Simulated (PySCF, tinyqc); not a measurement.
RHF in the sto-3g basis, for H2O, spin multiplicity 1, step by step (part 1 of 2). The lowest restricted solution is unstable here: a spin-polarised one lies 0.0138 hartree lower (PySCF). Computed by tinyqc, a small Python program that keeps every step (integrals from PySCF). Settings: charge = 0, multiplicity = 1, basis = sto-3g, energy threshold = 1e-09, iteration cap = 88, orthogonalisation = canonical, start = random, DIIS depth = 4, method = RHF. Command: `OMP_NUM_THREADS=1 python tinyqc.py 25003 25004 out.jsonl` (the two numbers bound the seeds that draw the settings). One thread of a shared host (Intel(R) Xeon(R) Processor @ 2.60GHz), about 0.06 s of CPU time with the checks. Later iterations appear only in the table of the cycle.

## One-electron integrals

Geometry (angstrom):
```
atom         x          y         z
O     0.000000   0.000000  0.000000
H     0.000000   1.103000  0.771000
H     0.000000  -1.103000  0.771000
```

Basis sto-3g: exponents (1/bohr^2) and contraction coefficients of normalised primitives:
```
element  l (shell)    exponent  coefficient
O            s (1)  130.709320     0.154329
O            s (1)   23.808861     0.535328
O            s (1)    6.443608     0.444635
O            s (2)    5.033151    -0.099967
O            s (2)    1.169596     0.399513
O            s (2)    0.380389     0.700115
O            p (3)    5.033151     0.155916
O            p (3)    1.169596     0.607684
O            p (3)    0.380389     0.391957
H            s (1)    3.425251     0.154329
H            s (1)    0.623914     0.535328
H            s (1)    0.168855     0.444635
```

Overlap, kinetic and nuclear-attraction integrals over the contracted functions; the nuclear repulsion is the sum of Za Zb / Rab.

nuclear repulsion = 6.53140542 hartree

overlap S, order 1O 1s, 1O 2s, 1O 2px, 1O 2py, 1O 2pz, 2H 1s, 3H 1s:
$$\begin{pmatrix}
1.000000 & 0.236704 & 0.000000 & 0.000000 & 0.000000 & 0.021676 & 0.021676 \\
0.236704 & 1.000000 & 0.000000 & 0.000000 & 0.000000 & 0.260221 & 0.260221 \\
0.000000 & 0.000000 & 1.000000 & 0.000000 & 0.000000 & 0.000000 & 0.000000 \\
0.000000 & 0.000000 & 0.000000 & 1.000000 & 0.000000 & 0.203695 & -0.203695 \\
0.000000 & 0.000000 & 0.000000 & 0.000000 & 1.000000 & 0.142383 & 0.142383 \\
0.021676 & 0.260221 & 0.000000 & 0.203695 & 0.142383 & 1.000000 & 0.084200 \\
0.021676 & 0.260221 & 0.000000 & -0.203695 & 0.142383 & 0.084200 & 1.000000
\end{pmatrix}$$

kinetic energy T (hartree), order 1O 1s, 1O 2s, 1O 2px, 1O 2py, 1O 2pz, 2H 1s, 3H 1s:
$$\begin{pmatrix}
29.003200 & -0.168011 & 0.000000 & 0.000000 & 0.000000 & -0.006989 & -0.006989 \\
-0.168011 & 0.808128 & 0.000000 & 0.000000 & 0.000000 & 0.011536 & 0.011536 \\
0.000000 & 0.000000 & 2.528731 & 0.000000 & 0.000000 & 0.000000 & 0.000000 \\
0.000000 & 0.000000 & 0.000000 & 2.528731 & 0.000000 & 0.061932 & -0.061932 \\
0.000000 & 0.000000 & 0.000000 & 0.000000 & 2.528731 & 0.043290 & 0.043290 \\
-0.006989 & 0.011536 & 0.000000 & 0.061932 & 0.043290 & 0.760032 & -0.011432 \\
-0.006989 & 0.011536 & 0.000000 & -0.061932 & 0.043290 & -0.011432 & 0.760032
\end{pmatrix}$$

nuclear attraction V (hartree), order 1O 1s, 1O 2s, 1O 2px, 1O 2py, 1O 2pz, 2H 1s, 3H 1s:
$$\begin{pmatrix}
-61.404895 & -7.369233 & 0.000000 & 0.000000 & -0.008999 & -0.689471 & -0.689471 \\
-7.369233 & -9.837699 & 0.000000 & 0.000000 & -0.112801 & -1.845172 & -1.845172 \\
0.000000 & 0.000000 & -9.729808 & 0.000000 & 0.000000 & 0.000000 & 0.000000 \\
0.000000 & 0.000000 & 0.000000 & -9.800606 & 0.000000 & -1.248317 & 1.248317 \\
-0.008999 & -0.112801 & 0.000000 & 0.000000 & -9.764400 & -0.892835 & -0.892835 \\
-0.689471 & -1.845172 & 0.000000 & -1.248317 & -0.892835 & -4.587890 & -0.439273 \\
-0.689471 & -1.845172 & 0.000000 & 1.248317 & -0.892835 & -0.439273 & -4.587890
\end{pmatrix}$$

core Hamiltonian H = T + V (hartree), order 1O 1s, 1O 2s, 1O 2px, 1O 2py, 1O 2pz, 2H 1s, 3H 1s:
$$\begin{pmatrix}
-32.401696 & -7.537244 & 0.000000 & 0.000000 & -0.008999 & -0.696460 & -0.696460 \\
-7.537244 & -9.029571 & 0.000000 & 0.000000 & -0.112801 & -1.833636 & -1.833636 \\
0.000000 & 0.000000 & -7.201077 & 0.000000 & 0.000000 & 0.000000 & 0.000000 \\
0.000000 & 0.000000 & 0.000000 & -7.271874 & 0.000000 & -1.186385 & 1.186385 \\
-0.008999 & -0.112801 & 0.000000 & 0.000000 & -7.235669 & -0.849545 & -0.849545 \\
-0.696460 & -1.833636 & 0.000000 & -1.186385 & -0.849545 & -3.827858 & -0.450705 \\
-0.696460 & -1.833636 & 0.000000 & 1.186385 & -0.849545 & -0.450705 & -3.827858
\end{pmatrix}$$

## Two-electron integrals

Functions are numbered as in S; the eight-fold symmetry (ij|kl) = (ji|kl) = (kl|ij) leaves the list below.

Two-electron integrals (ij|kl) in chemists' order, unique and non-zero (hartree):
```
(11|11) 4.785065    (21|11) 0.741380    (21|21) 0.136873    (22|11) 1.118947
(22|21) 0.256633    (22|22) 0.817206    (31|31) 0.024477    (32|31) 0.037809
(32|32) 0.180518    (33|11) 1.115814    (33|21) 0.256684    (33|22) 0.817023
(33|33) 0.880159    (41|41) 0.024477    (42|41) 0.037809    (42|42) 0.180518
(43|43) 0.047444    (44|11) 1.115814    (44|21) 0.256684    (44|22) 0.817023
(44|33) 0.785270    (44|44) 0.880159    (51|51) 0.024477    (52|51) 0.037809
(52|52) 0.180518    (53|53) 0.047444    (54|54) 0.047444    (55|11) 1.115814
(55|21) 0.256684    (55|22) 0.817023    (55|33) 0.785270    (55|44) 0.785270
(55|55) 0.880159    (61|11) 0.068591    (61|21) 0.012572    (61|22) 0.023478
(61|33) 0.023436    (61|41) 0.000446    (61|42) 0.000848    (61|44) 0.023523
(61|51) 0.000312    (61|52) 0.000593    (61|54) 0.000061    (61|55) 0.023478
(61|61) 0.001168    (62|11) 0.197405    (62|21) 0.045979    (62|22) 0.166135
(62|33) 0.163158    (62|41) 0.002788    (62|42) 0.023032    (62|44) 0.169045
(62|51) 0.001949    (62|52) 0.016100    (62|54) 0.004115    (62|55) 0.166034
(62|61) 0.004311    (62|62) 0.045022    (63|31) 0.004419    (63|32) 0.027124
(63|43) 0.004555    (63|53) 0.003184    (63|63) 0.005864    (64|11) 0.127669
(64|21) 0.030084    (64|22) 0.116175    (64|33) 0.111186    (64|41) 0.005978
(64|42) 0.041948    (64|44) 0.124139    (64|51) 0.001090    (64|52) 0.010362
(64|54) 0.005871    (64|55) 0.113064    (64|61) 0.002919    (64|62) 0.038368
(64|64) 0.038232    (65|11) 0.089241    (65|21) 0.021029    (65|22) 0.081206
(65|33) 0.077719    (65|41) 0.001090    (65|42) 0.010362    (65|44) 0.080406
(65|51) 0.005181    (65|52) 0.034367    (65|54) 0.006433    (65|55) 0.085399
(65|61) 0.002041    (65|62) 0.026819    (65|64) 0.022625    (65|65) 0.021679
(66|11) 0.390060    (66|21) 0.092256    (66|22) 0.384376    (66|33) 0.371149
(66|41) 0.006074    (66|42) 0.071520    (66|44) 0.397550    (66|51) 0.004246
(66|52) 0.049993    (66|54) 0.018454    (66|55) 0.384049    (66|61) 0.008681
(66|62) 0.142563    (66|64) 0.139209    (66|65) 0.097307    (66|66) 0.774606
(71|11) 0.068591    (71|21) 0.012572    (71|22) 0.023478    (71|33) 0.023436
(71|41) -0.000446   (71|42) -0.000848   (71|44) 0.023523    (71|51) 0.000312
(71|52) 0.000593    (71|54) -0.000061   (71|55) 0.023478    (71|61) 0.001151
(71|62) 0.004173    (71|64) 0.002633    (71|65) 0.001979    (71|66) 0.008369
(71|71) 0.001168    (72|11) 0.197405    (72|21) 0.045979    (72|22) 0.166135
(72|33) 0.163158    (72|41) -0.002788   (72|42) -0.023032   (72|44) 0.169045
(72|51) 0.001949    (72|52) 0.016100    (72|54) -0.004115   (72|55) 0.166034
(72|61) 0.004173    (72|62) 0.034151    (72|64) 0.020625    (72|65) 0.019706
(72|66) 0.084557    (72|71) 0.004311    (72|72) 0.045022    (73|31) 0.004419
(73|32) 0.027124    (73|43) -0.004555   (73|53) 0.003184    (73|63) 0.004236
(73|73) 0.005864    (74|11) -0.127669   (74|21) -0.030084   (74|22) -0.116175
(74|33) -0.111186   (74|41) 0.005978    (74|42) 0.041948    (74|44) -0.124139
(74|51) -0.001090   (74|52) -0.010362   (74|54) 0.005871    (74|55) -0.113064
(74|61) -0.002633   (74|62) -0.020625   (74|64) -0.008653   (74|65) -0.011729
(74|66) -0.049119   (74|71) -0.002919   (74|72) -0.038368   (74|74) 0.038232
(75|11) 0.089241    (75|21) 0.021029    (75|22) 0.081206    (75|33) 0.077719
(75|41) -0.001090   (75|42) -0.010362   (75|44) 0.080406    (75|51) 0.005181
(75|52) 0.034367    (75|54) -0.006433   (75|55) 0.085399    (75|61) 0.001979
(75|62) 0.019706    (75|64) 0.011729    (75|65) 0.015437    (75|66) 0.052687
(75|71) 0.002041    (75|72) 0.026819    (75|74) -0.022625   (75|75) 0.021679
(76|11) 0.044018    (76|21) 0.010353    (76|22) 0.040854    (76|33) 0.039941
(76|44) 0.040752    (76|51) 0.000680    (76|52) 0.006828    (76|55) 0.041825
(76|61) 0.000960    (76|62) 0.010984    (76|64) 0.008262    (76|65) 0.007412
(76|66) 0.037388    (76|71) 0.000960    (76|72) 0.010984    (76|74) -0.008262
(76|75) 0.007412    (76|76) 0.003544    (77|11) 0.390060    (77|21) 0.092256
(77|22) 0.384376    (77|33) 0.371149    (77|41) -0.006074   (77|42) -0.071520
(77|44) 0.397550    (77|51) 0.004246    (77|52) 0.049993    (77|54) -0.018454
(77|55) 0.384049    (77|61) 0.008369    (77|62) 0.084557    (77|64) 0.049119
(77|65) 0.052687    (77|66) 0.239511    (77|71) 0.008681    (77|72) 0.142563
(77|74) -0.139209   (77|75) 0.097307    (77|76) 0.037388    (77|77) 0.774606
```

## Orthogonalisation

S = U s U^T; canonical form X = U s^(-1/2), so that X^T S X = 1. Each column of U has its largest component positive (the first on a tie).

eigenvalues of S: [0.572153, 0.666772, 0.895295, 1.000000, 1.097699, 1.249028, 1.519053]

X, order 1O 1s, 1O 2s, 1O 2px, 1O 2py, 1O 2pz, 2H 1s, 3H 1s:
$$\begin{pmatrix}
-0.447698 & 0.000000 & 0.669147 & 0.000000 & -0.588922 & 0.000000 & 0.261320 \\
0.908753 & 0.000000 & -0.249447 & 0.000000 & -0.282422 & 0.000000 & 0.502934 \\
0.000000 & 0.000000 & 0.000000 & 1.000000 & 0.000000 & 0.000000 & 0.000000 \\
0.000000 & 0.800900 & 0.000000 & 0.000000 & 0.000000 & 0.676905 & 0.000000 \\
0.361712 & 0.000000 & 0.691218 & 0.000000 & 0.626178 & 0.000000 & 0.209982 \\
-0.543453 & -0.655104 & -0.254152 & 0.000000 & 0.214833 & 0.413777 & 0.382741 \\
-0.543453 & 0.655104 & -0.254152 & 0.000000 & 0.214833 & -0.413777 & 0.382741
\end{pmatrix}$$

## Starting guess

The start is random orthonormal orbitals; D = 2 C_occ C_occ^T.

D at the start, order 1O 1s, 1O 2s, 1O 2px, 1O 2py, 1O 2pz, 2H 1s, 3H 1s:
$$\begin{pmatrix}
1.977484 & -0.004623 & 0.060704 & -0.115300 & -0.043810 & 0.173714 & -0.105421 \\
-0.004623 & 0.340018 & -0.238264 & 0.129717 & -0.060716 & -0.812704 & 0.002770 \\
0.060704 & -0.238264 & 1.972704 & -0.002227 & -0.042230 & -0.019409 & 0.059186 \\
-0.115300 & 0.129717 & -0.002227 & 1.175755 & -0.948970 & -0.175226 & -0.078459 \\
-0.043810 & -0.060716 & -0.042230 & -0.948970 & 1.150664 & -0.053206 & -0.752070 \\
0.173714 & -0.812704 & -0.019409 & -0.175226 & -0.053206 & 2.194814 & 0.123004 \\
-0.105421 & 0.002770 & 0.059186 & -0.078459 & -0.752070 & 0.123004 & 1.857336
\end{pmatrix}$$

## Iteration 1: building the Fock matrix

J_ij = sum D_kl (ij|kl), K_ij = sum D_kl (ik|jl); F = H + J - 0.5 K; E = tr D H + tr D J / 2 - 0.25 tr D K + E_nn.

Coulomb J (hartree), order 1O 1s, 1O 2s, 1O 2px, 1O 2py, 1O 2pz, 2H 1s, 3H 1s:
$$\begin{pmatrix}
15.745592 & 2.919509 & -0.014694 & 0.000406 & -0.001032 & 0.268519 & 0.268685 \\
2.919509 & 7.149089 & -0.079274 & 0.018359 & 0.095669 & 1.511071 & 1.513162 \\
-0.014694 & -0.079274 & 7.151088 & -0.000927 & -0.003754 & -0.012404 & -0.012108 \\
0.000406 & 0.018359 & -0.000927 & 7.166288 & -0.084483 & 1.089009 & -1.090437 \\
-0.001032 & 0.095669 & -0.003754 & -0.084483 & 7.108434 & 0.774057 & 0.786914 \\
0.268519 & 1.511071 & -0.012404 & 1.089009 & 0.774057 & 4.311845 & 0.395958 \\
0.268685 & 1.513162 & -0.012108 & -1.090437 & 0.786914 & 0.395958 & 4.244777
\end{pmatrix}$$

exchange K (hartree), order 1O 1s, 1O 2s, 1O 2px, 1O 2py, 1O 2pz, 2H 1s, 3H 1s:
$$\begin{pmatrix}
9.600738 & 1.684250 & 0.000161 & -0.088432 & -0.093668 & 0.156739 & 0.150005 \\
1.684250 & 1.219839 & -0.212233 & -0.039361 & -0.199968 & 0.177987 & 0.408002 \\
0.000161 & -0.212233 & 1.931562 & -0.010951 & -0.031948 & -0.052024 & -0.025349 \\
-0.088432 & -0.039361 & -0.010951 & 1.344649 & -0.737253 & 0.237605 & -0.488622 \\
-0.093668 & -0.199968 & -0.031948 & -0.737253 & 1.169473 & 0.092871 & 0.095696 \\
0.156739 & 0.177987 & -0.052024 & 0.237605 & 0.092871 & 1.477407 & 0.087438 \\
0.150005 & 0.408002 & -0.025349 & -0.488622 & 0.095696 & 0.087438 & 1.443972
\end{pmatrix}$$

Fock matrix F (hartree), order 1O 1s, 1O 2s, 1O 2px, 1O 2py, 1O 2pz, 2H 1s, 3H 1s:
$$\begin{pmatrix}
-21.456473 & -5.459860 & -0.014774 & 0.044622 & 0.036802 & -0.506311 & -0.502778 \\
-5.459860 & -2.490401 & 0.026842 & 0.038040 & 0.082852 & -0.411559 & -0.524475 \\
-0.014774 & 0.026842 & -1.015770 & 0.004548 & 0.012220 & 0.013608 & 0.000567 \\
0.044622 & 0.038040 & 0.004548 & -0.777911 & 0.284143 & -0.216179 & 0.340260 \\
0.036802 & 0.082852 & 0.012220 & 0.284143 & -0.711972 & -0.121923 & -0.110479 \\
-0.506311 & -0.411559 & 0.013608 & -0.216179 & -0.121923 & -0.254716 & -0.098466 \\
-0.502778 & -0.524475 & 0.000567 & 0.340260 & -0.110479 & -0.098466 & -0.305067
\end{pmatrix}$$

total energy of this density = -72.05626307 hartree

## Iteration 1: diagonalisation and new density

Diagonalise F' = X^T F X, C = X C', fill 5 alpha and 5 beta electrons from the bottom; D = 2 C_occ C_occ^T. Each column has its largest component positive (the first on a tie).

F' = X^T F X (hartree):
$$\begin{pmatrix}
-1.663794 & -0.007625 & 3.272207 & 0.027724 & -3.330005 & 0.063881 & 1.679848 \\
-0.007625 & -0.070809 & 0.181924 & -0.004900 & 0.151334 & -0.261026 & 0.062834 \\
3.272207 & 0.181924 & -8.016949 & -0.011738 & 7.903579 & 0.104188 & -4.945945 \\
0.027724 & -0.004900 & -0.011738 & -1.015770 & 0.011817 & 0.008475 & 0.017630 \\
-3.330005 & 0.151334 & 7.903579 & 0.011817 & -9.520720 & 0.102598 & 5.647401 \\
0.063881 & -0.261026 & 0.104188 & 0.008475 & 0.102598 & -0.730266 & 0.123473 \\
1.679848 & 0.062834 & -4.945945 & 0.017630 & 5.647401 & 0.123473 & -4.250568
\end{pmatrix}$$

orbital energies (hartree): MO1 -21.464579, MO2 -1.195254, MO3 -1.038805, MO4 -1.010562, MO5 -0.521539, MO6 -0.097792, MO7 0.059655

coefficients C, order 1O 1s, 1O 2s, 1O 2px, 1O 2py, 1O 2pz, 2H 1s, 3H 1s:
$$\begin{pmatrix}
0.994845 & -0.250737 & 0.014047 & -0.042572 & -0.028060 & 0.087397 & 0.016921 \\
0.021481 & 0.972287 & -0.046356 & 0.159188 & 0.104654 & -0.481774 & -0.066408 \\
0.000693 & -0.154191 & 0.236450 & 0.958557 & 0.037210 & -0.008338 & -0.005454 \\
-0.002363 & 0.036465 & 0.713878 & -0.185608 & 0.472983 & -0.032903 & 0.573967 \\
-0.000978 & -0.176919 & -0.609277 & 0.093061 & 0.699370 & -0.320499 & 0.204429 \\
-0.002435 & -0.014143 & 0.019160 & -0.017429 & 0.336147 & 0.751577 & -0.688630 \\
-0.003491 & 0.106846 & -0.100856 & 0.059844 & -0.185462 & 0.720042 & 0.758231
\end{pmatrix}$$

D after iteration 1, order 1O 1s, 1O 2s, 1O 2px, 1O 2py, 1O 2pz, 2H 1s, 3H 1s:
$$\begin{pmatrix}
2.110765 & -0.465566 & 0.001642 & -0.013673 & 0.022486 & -0.014595 & -0.058048 \\
-0.465566 & 1.968491 & -0.008758 & 0.044528 & -0.111575 & 0.035426 & 0.197205 \\
0.001642 & -0.008758 & 1.999801 & 0.005712 & -0.003115 & 0.005022 & 0.020277 \\
-0.013673 & 0.044528 & 0.005712 & 1.538242 & -0.255762 & 0.350789 & -0.333845 \\
0.022486 & -0.111575 & -0.003115 & -0.255762 & 1.800598 & 0.448600 & -0.163175 \\
-0.014595 & 0.035426 & 0.005022 & 0.350789 & 0.448600 & 0.227743 & -0.133641 \\
-0.058048 & 0.197205 & 0.020277 & -0.333845 & -0.163175 & -0.133641 & 0.119155
\end{pmatrix}$$

## Iteration 2: building the Fock matrix

As before.

Coulomb J (hartree), order 1O 1s, 1O 2s, 1O 2px, 1O 2py, 1O 2pz, 2H 1s, 3H 1s:
$$\begin{pmatrix}
18.000574 & 3.414955 & -0.000358 & 0.004030 & -0.000734 & 0.314021 & 0.313881 \\
3.414955 & 8.495063 & -0.001665 & 0.029530 & 0.018146 & 1.696519 & 1.684681 \\
-0.000358 & -0.001665 & 8.493740 & 0.000403 & -0.000134 & -0.000198 & -0.000252 \\
0.004030 & 0.029530 & 0.000403 & 8.480882 & -0.015521 & 1.180233 & -1.160693 \\
-0.000734 & 0.018146 & -0.000134 & -0.015521 & 8.487098 & 0.825642 & 0.819882 \\
0.314021 & 1.696519 & -0.000198 & 1.180233 & 0.825642 & 3.962885 & 0.412609 \\
0.313881 & 1.684681 & -0.000252 & -1.160693 & 0.819882 & 0.412609 & 3.872346
\end{pmatrix}$$

exchange K (hartree), order 1O 1s, 1O 2s, 1O 2px, 1O 2py, 1O 2pz, 2H 1s, 3H 1s:
$$\begin{pmatrix}
9.806707 & 1.691739 & -0.000002 & -0.000395 & 0.000453 & 0.166958 & 0.163629 \\
1.691739 & 2.740168 & -0.003439 & 0.035898 & -0.012565 & 0.602540 & 0.608100 \\
-0.000002 & -0.003439 & 2.311296 & 0.002990 & -0.000547 & 0.001578 & 0.005333 \\
-0.000395 & 0.035898 & 0.002990 & 2.113570 & -0.139211 & 0.440091 & -0.430601 \\
0.000453 & -0.012565 & -0.000547 & -0.139211 & 2.200673 & 0.354565 & 0.198571 \\
0.166958 & 0.602540 & 0.001578 & 0.440091 & 0.354565 & 0.540459 & 0.075635 \\
0.163629 & 0.608100 & 0.005333 & -0.430601 & 0.198571 & 0.075635 & 0.400118
\end{pmatrix}$$

Fock matrix F (hartree), order 1O 1s, 1O 2s, 1O 2px, 1O 2py, 1O 2pz, 2H 1s, 3H 1s:
$$\begin{pmatrix}
-19.304475 & -4.968158 & -0.000357 & 0.004227 & -0.009959 & -0.465917 & -0.464394 \\
-4.968158 & -1.904591 & 0.000054 & 0.011581 & -0.088372 & -0.438388 & -0.453005 \\
-0.000357 & 0.000054 & 0.137016 & -0.001092 & 0.000139 & -0.000986 & -0.002919 \\
0.004227 & 0.011581 & -0.001092 & 0.152223 & 0.054084 & -0.226198 & 0.240993 \\
-0.009959 & -0.088372 & 0.000139 & 0.054084 & 0.151093 & -0.201185 & -0.128948 \\
-0.465917 & -0.438388 & -0.000986 & -0.226198 & -0.201185 & -0.135203 & -0.075914 \\
-0.464394 & -0.453005 & -0.002919 & 0.240993 & -0.128948 & -0.075914 & -0.155571
\end{pmatrix}$$

total energy of this density = -74.23612089 hartree

## Iteration 2: DIIS over 2 matrices

error matrix X^T (FDS - SDF) X:
$$\begin{pmatrix}
0.000000 & -0.084646 & -0.000892 & 0.002231 & 0.274679 & 0.016877 & 0.358488 \\
0.084646 & 0.000000 & -0.020801 & -0.000855 & 0.016564 & 0.657374 & -0.026633 \\
0.000892 & 0.020801 & 0.000000 & 0.000435 & 0.143278 & 0.091664 & 0.171400 \\
-0.002231 & 0.000855 & -0.000435 & 0.000000 & 0.003641 & -0.004039 & 0.005007 \\
-0.274679 & -0.016564 & -0.143278 & -0.003641 & 0.000000 & 0.112253 & 0.045041 \\
-0.016877 & -0.657374 & -0.091664 & 0.004039 & -0.112253 & 0.000000 & -0.023341 \\
-0.358488 & 0.026633 & -0.171400 & -0.005007 & -0.045041 & 0.023341 & 0.000000
\end{pmatrix}$$

B (overlaps of the stored error matrices):
$$\begin{pmatrix}
1.4364748e+01 & -4.9177750e-01 \\
-4.9177750e-01 & 1.4370274e+00
\end{pmatrix}$$

Minimise |sum c_i e_i|^2 with sum c_i = 1: solve [B -1; -1 0][c; lambda] = [0; -1] with B_ij = tr e_i^T e_j, and take F = sum c_i F_i.

DIIS coefficients: [0.114910, 0.885090]

extrapolated F (hartree), order 1O 1s, 1O 2s, 1O 2px, 1O 2py, 1O 2pz, 2H 1s, 3H 1s:
$$\begin{pmatrix}
-19.551761 & -5.024660 & -0.002014 & 0.008869 & -0.004586 & -0.470559 & -0.468804 \\
-5.024660 & -1.971907 & 0.003132 & 0.014622 & -0.068697 & -0.435305 & -0.461218 \\
-0.002014 & 0.003132 & 0.004549 & -0.000444 & 0.001527 & 0.000691 & -0.002518 \\
0.008869 & 0.014622 & -0.000444 & 0.045341 & 0.080520 & -0.225047 & 0.252399 \\
-0.004586 & -0.068697 & 0.001527 & 0.080520 & 0.051918 & -0.192077 & -0.126826 \\
-0.470559 & -0.435305 & 0.000691 & -0.225047 & -0.192077 & -0.148936 & -0.078505 \\
-0.468804 & -0.461218 & -0.002518 & 0.252399 & -0.126826 & -0.078505 & -0.172749
\end{pmatrix}$$
